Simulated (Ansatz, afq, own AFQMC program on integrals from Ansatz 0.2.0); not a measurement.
**Where AFQMC and coupled cluster stand for CH$_{3}$N, singlet**

```xyz
5

N     0.0000    0.0582    0.5542
C     0.0000   -0.1584   -0.7297
H     0.0000    0.9667    1.0152
H     0.0000   -0.7270    1.1922
H     0.0000    0.8384   -1.2134
```

Connectivity, by distances: NH2–CH.

Basis cc-pVDZ. Noble-gas cores (and the filled d shells of Ga–Kr and In–Xe) are frozen. Integrals, coupled cluster, full CI and functionals: Ansatz 0.2.0; the random walks run on the same integrals in our own AFQMC program. ph-AFQMC/CISD is guided by a CISD state made of CCSD amplitudes; releasing the constraint for a short imaginary time cuts its bias at the price of noise, slowly where states lie close. Free AFQMC starts from the CCSD state and is never constrained. Its projection time is finite, and what remains of the start isn't in its error. Uncertainties: one standard error, sampling alone.

Determinant: RHF, the one that the program's search chose, which needn't be the lowest solution. The geometry is a point of a scan.

No full CI on the walks' own integrals is used here; CCSDT(Q) serves as the reference and is uncertain by about the last step of the cluster series.

```
T1 diagnostic                               : 0.0170
weight of the determinant in the CISD state : 0.884
size of the correlated space                : 12 electrons in 41 orbitals
```

```csv
level,correlation energy (eV)
MP2,-7.8802
CCSD,-8.6248
CCSD(T),-8.8812
```

**Question.** Estimate where free-projection AFQMC lies against CCSD(T) on the same integrals.

**Answer.** 1.4 ± 2.6 kJ/mol below CCSD(T). The gap is under twice the noise, so this walk alone can't tell the two apart.

Reference: CCSDT(Q), correlation energy -8.918 eV. The released energy is read at 2.40 1/Eh (meV from the phaseless value at times in 1/Eh: 21 ± 13 at 0.24, 8 ± 15 at 0.51, -4 ± 16 at 0.99, 24 ± 18 at 1.62, -2 ± 28 at 2.40).

```
         level  E − E(reference) (kJ/mol)  share of correlation (%)
       CCSD(T)                        3.6                     99.58
         CCSDT                        1.8                     99.79
 ph-AFQMC/CISD                  0.5 ± 1.4                     99.94
released AFQMC                  0.3 ± 2.7                     99.96
    free AFQMC                  2.2 ± 2.6                     99.74
```

Free projections are given only where their last times agree within the noise and don't stop above the reference; a slow remainder of the start can still hide under it. A walk keeps the symmetry of its determinant, which the program's search chose and which needn't be the lowest solution, so a lower state of the same spin and another symmetry isn't excluded. Released energies are given only where the last usable release times agree within the noise; a slower fall can still hide under it.
